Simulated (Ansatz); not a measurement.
AlSiH6Cl, singlet: a trajectory.

Input (in.yaml):

```yaml
crystal:
  periodic: [false, false, false]
  atoms:
    - {symbol: Al, position_ang: [-1.599064, 0.203077, -0.283328]}
    - {symbol: Si, position_ang: [0.862739, -0.580759, -0.443126]}
    - {symbol: H, position_ang: [-1.846303, 0.988810, -1.639377]}
    - {symbol: H, position_ang: [-2.398846, -1.110473, 0.107290]}
    - {symbol: H, position_ang: [0.949794, 0.517627, 0.988871]}
    - {symbol: Cl, position_ang: [-1.155515, 1.500741, 1.419451]}
    - {symbol: H, position_ang: [1.976648, 0.019817, -1.238461]}
    - {symbol: H, position_ang: [1.710367, 0.249693, 0.923558]}
    - {symbol: H, position_ang: [1.500081, -1.788332, 0.165323]}
basis:
  gaussian: {orbitals: def2-SVP}
hamiltonian: {xc: pbe0, dispersion: d4}
md: {n_steps: 30, timestep: 6, temperature: 300, ensemble: nvt_langevin, seed: 885, friction: 0.05, initial_velocities: maxwell_boltzmann}
```

Launched with

```bash
ansatz run in.yaml --threads 2 --pin off --events-out ev --progress --plain --max-ram 4352MiB
```

The run's output (Ansatz 0.2.0):

```
Functional definition: PBE0
  name "PBE0"
  cite "Adamo & Barone, J. Chem. Phys. 110, 6158 (1999) doi:10.1063/1.478522"
  cite "Perdew, Burke & Ernzerhof, Phys. Rev. Lett. 77, 3865 (1996) doi:10.1103/PhysRevLett.77.3865"
  parent pbe
  parameter a = 0.25
  parameter kappa = 0.804
  parameter beta = 0.06672455060314922
  exchange = (1 - a)*pbe_x(kappa = kappa, mu = beta*pi^2/3) + a*exact_x
  correlation = pbe_c(beta = beta)
851 factors; integrals over basis functions are off by at most 2.4e-4 eV
mean field evaluation 1: about -27074.3922 eV, gradient 1.3e1 eV
mean field evaluation 2: about -27074.8026 eV, gradient 8.8e0 eV
mean field evaluation 4: about -27075.0205 eV, gradient 3.2e-1 eV
mean field evaluation 8: about -27075.0218 eV, gradient 7.8e-3 eV
mean field -27075.02176084 eV, -994.9886976018 hartree, gradient 2.4e-5 eV, S^2 0.000000; 0 other end points of the search recorded, 0 dependent functions left out
the calculation of the forces begins
reference -27075.02179021 eV, -994.9886986812 hartree; 25, 25 occupied and 59, 59 virtual orbitals, 851 factors
md step     0: t =     0.00 fs  T =   266.7 K  F+E_penalty+E_count = -27075.18439989 eV  E_kin = 0.310224 eV  (22 SCF iters)
md step     1: t =     6.00 fs  T =   235.4 K  F+E_penalty+E_count = -27074.89039859 eV  E_kin = 0.273865 eV  (23 SCF iters, 11 dispersion substeps)
md step     2: t =    12.00 fs  T = 18319.2 K  F+E_penalty+E_count = -27071.01072498 eV  E_kin = 21.311412 eV  (26 SCF iters, 11 dispersion substeps)
md step     3: t =    18.00 fs  T = 43957.4 K  F+E_penalty+E_count = -27060.43094616 eV  E_kin = 51.137395 eV  (98 SCF iters, 37 dispersion substeps)
md step     4: t =    24.00 fs  T = 22161.1 K  F+E_penalty+E_count = -27058.25887975 eV  E_kin = 25.780916 eV  (53 SCF iters, 63 dispersion substeps)
md step     5: t =    30.00 fs  T = 13415.5 K  F+E_penalty+E_count = -27059.55649780 eV  E_kin = 15.606740 eV  (47 SCF iters, 63 dispersion substeps)
md step     6: t =    36.00 fs  T = 1631511.0 K  F+E_penalty+E_count = -27012.64520078 eV  E_kin = 1898.002026 eV  (47 SCF iters, 63 dispersion substeps)
md step     7: t =    42.00 fs  T = 3672494.1 K  F+E_penalty+E_count = -27049.83641685 eV  E_kin = 4272.359246 eV  (85 SCF iters, 235 dispersion substeps)
md step     8: t =    48.00 fs  T = 2030428.9 K  F+E_penalty+E_count = -27051.67677300 eV  E_kin = 2362.079167 eV  (524 SCF iters, 217 dispersion substeps)
md step     9: t =    54.00 fs  T = 1109120.9 K  F+E_penalty+E_count = -27051.50499506 eV  E_kin = 1290.284675 eV  (175 SCF iters, 217 dispersion substeps)
md step    10: t =    60.00 fs  T = 610018.6 K  F+E_penalty+E_count = -27051.62718643 eV  E_kin = 709.658997 eV  (187 SCF iters, 217 dispersion substeps)
md step    11: t =    66.00 fs  T = 332053.9 K  F+E_penalty+E_count = -27051.56376569 eV  E_kin = 386.291626 eV  (191 SCF iters, 217 dispersion substeps)
md step    12: t =    72.00 fs  T = 182468.4 K  F+E_penalty+E_count = -27051.33287346 eV  E_kin = 212.272797 eV  (192 SCF iters, 217 dispersion substeps)
md step    13: t =    78.00 fs  T = 99496.7 K  F+E_penalty+E_count = -27051.05447077 eV  E_kin = 115.748475 eV  (195 SCF iters, 217 dispersion substeps)
md step    14: t =    84.00 fs  T = 56798.3 K  F+E_penalty+E_count = -27048.60372169 eV  E_kin = 66.075759 eV  (221 SCF iters, 217 dispersion substeps)
md step    15: t =    90.00 fs  T = 29687.0 K  F+E_penalty+E_count = -27047.83480545 eV  E_kin = 34.536089 eV  (305 SCF iters, 217 dispersion substeps)
md step    16: t =    96.00 fs  T = 17220.6 K  F+E_penalty+E_count = -27048.24757854 eV  E_kin = 20.033424 eV  (306 SCF iters, 217 dispersion substeps)
md step    17: t =   102.00 fs  T = 11355.4 K  F+E_penalty+E_count = -27050.25631661 eV  E_kin = 13.210162 eV  (301 SCF iters, 217 dispersion substeps)
md step    18: t =   108.00 fs  T = 741810.7 K  F+E_penalty+E_count = -27020.48606815 eV  E_kin = 862.977997 eV  (308 SCF iters, 217 dispersion substeps)
md step    19: t =   114.00 fs  T = 1691239.1 K  F+E_penalty+E_count = -27046.09110327 eV  E_kin = 1967.486061 eV  (439 SCF iters, 217 dispersion substeps)
md step    20: t =   120.00 fs  T = 925278.7 K  F+E_penalty+E_count = -27046.08295069 eV  E_kin = 1076.413716 eV  (447 SCF iters, 217 dispersion substeps)
md step    21: t =   126.00 fs  T = 512362.4 K  F+E_penalty+E_count = -27046.08621436 eV  E_kin = 596.051649 eV  (430 SCF iters, 217 dispersion substeps)
md step    22: t =   132.00 fs  T = 279496.2 K  F+E_penalty+E_count = -27046.08660558 eV  E_kin = 325.149159 eV  (450 SCF iters, 217 dispersion substeps)
md step    23: t =   138.00 fs  T = 154647.8 K  F+E_penalty+E_count = -27046.08144783 eV  E_kin = 179.907934 eV  (413 SCF iters, 217 dispersion substeps)
md step    24: t =   144.00 fs  T = 83632.2 K  F+E_penalty+E_count = -27046.08312361 eV  E_kin = 97.292726 eV  (417 SCF iters, 217 dispersion substeps)
md step    25: t =   150.00 fs  T = 45140.9 K  F+E_penalty+E_count = -27046.08963791 eV  E_kin = 52.514237 eV  (360 SCF iters, 217 dispersion substeps)
md step    26: t =   156.00 fs  T = 24878.6 K  F+E_penalty+E_count = -27046.08224607 eV  E_kin = 28.942237 eV  (421 SCF iters, 217 dispersion substeps)
md step    27: t =   162.00 fs  T = 13588.6 K  F+E_penalty+E_count = -27046.04636449 eV  E_kin = 15.808192 eV  (393 SCF iters, 217 dispersion substeps)
md step    28: t =   168.00 fs  T =  7197.5 K  F+E_penalty+E_count = -27046.00404316 eV  E_kin = 8.373087 eV  (409 SCF iters, 217 dispersion substeps)
md step    29: t =   174.00 fs  T =  3880.5 K  F+E_penalty+E_count = -27046.01754132 eV  E_kin = 4.514373 eV  (442 SCF iters, 217 dispersion substeps)
md step    30: t =   180.00 fs  T =  2287.2 K  F+E_penalty+E_count = -27046.06535560 eV  E_kin = 2.660820 eV  (1128 SCF iters, 217 dispersion substeps)
Total energy: -27046.06548612 eV, -993.9245741332 hartree
Atom 0 at    -2.142169     0.201086     0.131948 Å, force     0.428683     0.552440     0.409760 eV/Å
Atom 1 at    -7.231378     5.932732    -5.917315 Å, force     0.000969    -0.001071     0.002181 eV/Å
Atom 2 at   139.186377    18.625907    69.478267 Å, force    -0.000011    -0.000030    -0.000003 eV/Å
Atom 3 at    -5.741329   -10.736894     4.386615 Å, force    -0.007850     0.017712     0.000080 eV/Å
Atom 4 at    -9.589495    -2.371680     4.676969 Å, force     0.008383    -0.015635    -0.002419 eV/Å
Atom 5 at    -0.975302     1.721432     1.244122 Å, force    -0.429348    -0.553521    -0.409513 eV/Å
Atom 6 at    15.586073     8.282187    -8.278754 Å, force    -0.009785    -0.025819     0.011634 eV/Å
Atom 7 at    13.219566     1.790696    -5.350659 Å, force     0.008952     0.025892    -0.011717 eV/Å
Atom 8 at    89.196654  -206.840295    92.855237 Å, force     0.000005     0.000032    -0.000003 eV/Å
Dipole moment:   -11.277971     9.015294    -8.126173 e Å

[the SCF lines of later steps are left out]
```

The lines “mean field evaluation” count trial sets of orbitals through the whole run, from several starts and some on an approximate energy, so they need not fall steadily or lie above the final value.

Hardware: 2 CPU threads of an Arm Neoverse V2, shared host. Wall time about 2.1 min.


The run ended normally. The timestep is far too long for bond vibrations, so the integration is inaccurate or blows up, and the trajectory means little.